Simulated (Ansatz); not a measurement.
`BSB`, charge 0, multiplicity 1.

Question: Give a relaxed structure at PBE0-D4/def2-TZVP (Ansatz 0.2.0). (Best estimate.)

Answer: Computed: 
Cartesian coordinates in Å:
```
B -0.324 -0.267 -1.346
S -0.957 0.632 0.075
B 0.265 0.306 1.350
H 0.693 -0.880 -1.261
H -0.964 -0.215 -2.350
H 0.079 0.801 2.419
H 1.210 -0.377 1.113
```
Point group C2v.
